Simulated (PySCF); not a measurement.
**Si2H6O (disiloxane): PBE/cc-pVDZ**

What is the energy change on altering one bond length of Si2H6O (disiloxane) at PBE/cc-pVDZ? The job is set up through a Python script.

The results are computed with PySCF 2.14.0.

1 further run of the same task is left out (set aside as unsound or not needed).

### 1 The structure to begin with

The species is Si2H6O (9 atoms), meant as a singlet with charge 0. SMILES: `[SiH3]O[SiH3]`. The coordinates come from a PBE0-D4/def2-TZVP relaxation.

Bond lengths: Si1–O2 1.634 Å, O2–Si3 1.634 Å, Si1–H4 1.487 Å, Si1–H5 1.483 Å, Si1–H6 1.487 Å, Si3–H7 1.483 Å, Si3–H8 1.486 Å, Si3–H9 1.487 Å. Some angles: Si1–O2–Si3 147.2°, O2–Si1–H4 110.2°, O2–Si1–H5 108.3°, O2–Si1–H6 110.2°, O2–Si3–H7 108.3°, O2–Si3–H8 110.2°, O2–Si3–H9 110.2°, H4–Si1–H5 109.6°, H4–Si1–H6 109.0°, H5–Si1–H6 109.6°.

### 2 A single-point energy at PBE/cc-pVDZ

Contents of run.py:

```python
from pyscf import gto, dft

molecule = gto.M(
    atom=[
    ('Si', (-0.710290, 1.052660, -0.919520)),
    ('O', (0.425550, 0.090990, -0.245380)),
    ('Si', (0.775570, -1.038810, 0.881750)),
    ('H', (-1.787270, 0.226580, -1.525660)),
    ('H', (-0.060640, 1.872420, -1.970220)),
    ('H', (-1.306170, 1.942760, 0.111330)),
    ('H', (2.224270, -1.343130, 0.800010)),
    ('H', (-0.009310, -2.275600, 0.628780)),
    ('H', (0.448290, -0.527870, 2.238910)),
],
    max_memory=1860,
    charge=0,
    basis='cc-pvdz',
    spin=0,
    verbose=3,
)

calc0 = dft.RKS(molecule, xc='pbe')
calc0.grids.level = 5
calc0.conv_tol = 1e-10
calc0.kernel()
if not calc0.converged:
    calc0 = calc0.newton().run(calc0.mo_coeff, calc0.mo_occ)

etot = calc0.e_tot
print(f'total energy: {etot:.8f} hartree')
```

Run with:

```sh
$ OMP_NUM_THREADS=1 python run.py
```

Output:

```text
converged SCF energy = -657.453688697357
total energy: -657.45368870 hartree
```

Run time: 20 s. Hardware: 1 thread of AMD EPYC 7R43 (Zen 3), shared host; peak memory 0.4 GiB.

### 3 The distorted shape

Contents of job.py:

```python
from pyscf import gto, dft

mol = gto.Mole()
mol.atom = '''
Si    -1.664208     2.261826    -1.928726
O      0.804173     0.171946    -0.463701
Si     1.465615    -1.963066     1.666266
H     -3.699405     0.700761    -3.074165
H     -0.436548     3.810948    -3.914262
H     -2.790258     3.943872     0.019298
H      4.203261    -2.538148     1.511800
H     -0.017593    -4.300261     1.188222
H      0.847145    -0.997530     4.230927
'''
mol.basis = 'cc-pvdz'
mol.spin = 0
mol.max_memory = 1860
mol.unit = 'bohr'
mol.verbose = 4
mol.build()

myscf = dft.RKS(mol)
myscf.xc = 'pbe'
myscf.grids.level = 5
myscf.conv_tol = 1e-10
myscf.kernel()
if not myscf.converged:
    myscf = myscf.newton().run(myscf.mo_coeff, myscf.mo_occ)

etot = myscf.e_tot
print('E = %.10f Eh' % etot)
```

Run with:

```sh
$ OMP_NUM_THREADS=1 python job.py
```

Output:

```text
PySCF version 2.14.0

[INPUT] num. atoms = 9
[INPUT] num. electrons = 42
[INPUT] charge = 0
[INPUT] spin (= nelec alpha-beta = 2S) = 0
[INPUT] symmetry False subgroup None
[INPUT] Mole.unit = bohr
[INPUT] Symbol           X                Y                Z      unit          X                Y                Z       unit  Magmom
[INPUT]  1 Si    -0.880660947831   1.196906774266  -1.020637845309 AA   -1.664208000000   2.261826000000  -1.928726000000 Bohr   0.0
[INPUT]  2 O      0.425550025237   0.090989904709  -0.245380001881 AA    0.804173000000   0.171946000000  -0.463701000000 Bohr   0.0
[INPUT]  3 Si     0.775570057983  -1.038809790732   0.881749994531 AA    1.465615000000  -1.963066000000   1.666266000000 Bohr   0.0
[INPUT]  4 H     -1.957640819964   0.370826751502  -1.626778060608 AA   -3.699405000000   0.700761000000  -3.074165000000 Bohr   0.0
[INPUT]  5 H     -0.231011253073   2.016666833601  -2.071338247970 AA   -0.436548000000   3.810948000000  -3.914262000000 Bohr   0.0
[INPUT]  6 H     -1.476540946187   2.087007185185   0.010212061816 AA   -2.790258000000   3.943872000000   0.019298000000 Bohr   0.0
[INPUT]  7 H      2.224269932749  -1.343130079542   0.800010107469 AA    4.203261000000  -2.538148000000   1.511800000000 Bohr   0.0
[INPUT]  8 H     -0.009309814672  -2.275600122208   0.628780003914 AA   -0.017593000000  -4.300261000000   1.188222000000 Bohr   0.0
[INPUT]  9 H      0.448289828345  -0.527870143209   2.238910149466 AA    0.847145000000  -0.997530000000   4.230927000000 Bohr   0.0

nuclear repulsion = 151.324147920389
number of shells = 33
number of NR pGTOs = 150
number of NR cGTOs = 80
basis = cc-pvdz
ecp = {}

******** <class 'pyscf.dft.rks.RKS'> ********
method = RKS
initial guess = minao
damping factor = 0
level_shift factor = 0
DIIS = <class 'pyscf.scf.diis.CDIIS'>
diis_start_cycle = 1
diis_space = 8
diis_damp = 0
SCF conv_tol = 1e-10
SCF conv_tol_grad = None
SCF max_cycles = 50
direct_scf = True
direct_scf_tol = 1e-13
XC library pyscf.dft.libxc version 7.0.0
    S. Lehtola, C. Steigemann, M. J.T. Oliveira, and M. A.L. Marques.,  SoftwareX 7, 1–5 (2018)
XC functionals = pbe
    J. P. Perdew, K. Burke, and M. Ernzerhof.,  Phys. Rev. Lett. 77, 3865 (1996)
    J. P. Perdew, K. Burke, and M. Ernzerhof.,  Phys. Rev. Lett. 78, 1396 (1997)
    J. P. Perdew, K. Burke, and M. Ernzerhof.,  Phys. Rev. Lett. 77, 3865 (1996)
    J. P. Perdew, K. Burke, and M. Ernzerhof.,  Phys. Rev. Lett. 78, 1396 (1997)
radial grids:
    Treutler-Ahlrichs [JCP 102, 346 (1995); DOI:10.1063/1.469408] (M4) radial grids

becke partition: Becke, JCP 88, 2547 (1988); DOI:10.1063/1.454033
pruning grids: <function nwchem_prune>
grids dens level: 5
symmetrized grids: False
atomic radii adjust function: <function treutler_atomic_radii_adjust>
small_rho_cutoff = 0
Set gradient conv threshold to 1e-05
Initial guess from minao.
tot grids = 271328
init E= -657.307450194021
  HOMO = -0.335960730990108  LUMO = -0.0883095176201825  gap/eV = 6.73893
cycle= 1 E= -657.299507632586  delta_E= 0.00794  |g|= 0.846  |ddm|= 2.21
  HOMO = -0.0693434652715617  LUMO = -0.00551332703197005  gap/eV = 1.73691
cycle= 2 E= -655.946674932861  delta_E= 1.35  |g|= 2.53  |ddm|= 3.45
  HOMO = -0.257469548281195  LUMO = -0.0548593497108287  gap/eV = 5.51330
cycle= 3 E= -657.436496794863  delta_E= -1.49  |g|= 0.116  |ddm|= 3.09
  HOMO = -0.237991141989143  LUMO = -0.0455491641260637  gap/eV = 5.23661
cycle= 4 E= -657.440696240348  delta_E= -0.0042  |g|= 0.0619  |ddm|= 0.26
  HOMO = -0.244975431584077  LUMO = -0.0504770263217664  gap/eV = 5.29257
cycle= 5 E= -657.442167788494  delta_E= -0.00147  |g|= 0.00864  |ddm|= 0.0823
  HOMO = -0.244605163431033  LUMO = -0.0495256051413442  gap/eV = 5.30839
cycle= 6 E= -657.4421886659  delta_E= -2.09e-05  |g|= 0.0018  |ddm|= 0.00909
  HOMO = -0.244855585022802  LUMO = -0.0496961655120223  gap/eV = 5.31056
cycle= 7 E= -657.442189444102  delta_E= -7.78e-07  |g|= 0.000413  |ddm|= 0.00184
  HOMO = -0.24489967952026  LUMO = -0.0497189551246695  gap/eV = 5.31114
cycle= 8 E= -657.442189490976  delta_E= -4.69e-08  |g|= 8.6e-05  |ddm|= 0.000452
  HOMO = -0.244909612784916  LUMO = -0.049722013613688  gap/eV = 5.31133
cycle= 9 E= -657.44218949296  delta_E= -1.98e-09  |g|= 2.4e-05  |ddm|= 9.07e-05
  HOMO = -0.244911404578847  LUMO = -0.0497224001453218  gap/eV = 5.31136
cycle= 10 E= -657.442189493085  delta_E= -1.25e-10  |g|= 1.51e-06  |ddm|= 2.16e-05
  HOMO = -0.24491131185357  LUMO = -0.0497224203991693  gap/eV = 5.31136
cycle= 11 E= -657.442189493088  delta_E= -2.73e-12  |g|= 3.06e-07  |ddm|= 1.8e-06
  HOMO = -0.244911329561743  LUMO = -0.049722378069053  gap/eV = 5.31136
Extra cycle  E= -657.442189493089  delta_E= -1.59e-12  |g|= 3.22e-07  |ddm|= 6.95e-07
converged SCF energy = -657.442189493089
E = -657.4421894931 Eh
```

It took 20 s on 1 thread of AMD EPYC 7R43 (Zen 3), shared host; peak memory 0.4 GiB.

### 4 Results

Level: PBE/cc-pVDZ.

```
                                                          quantity          value
                                         first shape: total energy  -657.45369 Eh
                                        first shape: dipole moment         0.32 D
                                          first shape: HOMO energy       -7.10 eV
                                          first shape: LUMO energy       -0.68 eV
                                        first shape: HOMO–LUMO gap        6.42 eV
                                     distorted shape: total energy  -657.44219 Eh
                                    distorted shape: dipole moment         1.49 D
                                      distorted shape: HOMO energy       -6.66 eV
                                      distorted shape: LUMO energy       -1.35 eV
                                    distorted shape: HOMO–LUMO gap        5.31 eV
energy change with the Si1–O2 bond stretched from 1.634 to 1.879 Å       0.313 eV
```

With the Si1–O2 bond stretched from 1.634 to 1.879 Å the energy rises by 0.31 eV (7.2 kcal/mol). The first shape isn't relaxed at this level, so the change isn't measured from a minimum. Mulliken charges (distorted shape) run from -0.48 on O2 to +0.40 on Si1; they depend strongly on the basis.
